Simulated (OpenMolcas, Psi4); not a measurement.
**Predicting a hybrid from its neighbours: SF2**

The species is SF2 (3 atoms), meant as a singlet with charge 0. SMILES: `FSF`. The shape is that of a PBE0-D4/def2-TZVP optimisation.

The vertical ionisation energy (to the doublet cation) y, in eV, basis def2-TZVP; a is the functional's share of exact exchange. Programs: OpenMolcas 26.06, Psi4 1.11.

| functional | program | a | y (eV) |
| --- | --- | --- | --- |
| TPSS | OpenMolcas | 0 | 9.89 |
| r2SCAN | OpenMolcas | 0 | 9.93 |
| TPSSh | Psi4 | 0.1 | 10.00 |
| B3LYP | OpenMolcas | 0.2 | ? |
| PBE0 | OpenMolcas | 0.25 | 10.11 |
| BHLYP | OpenMolcas | 0.5 | 10.28 |

Problem. Fit y = c + s·a to the known rows and predict B3LYP.

Solution. 
1. Means of the 5 rows: a = 0.1700, y = 10.042.
2. Σ(Δa)² = 0.178, Σ(Δa·Δy) = 0.1318, so the slope is 0.1318/0.178 = 0.74045.
3. Intercept: 10.042 − (0.74045) × 0.1700 = 9.916. The largest residual of the fit is 0.026.
4. B3LYP: 9.916 + (0.74045) × 0.2 = 10.06 eV.

The run gave 10.17 eV, so the prediction is off by -0.11 eV, more than the scatter of the fit. The rows mix families of semi-local functionals, which the line can't see.
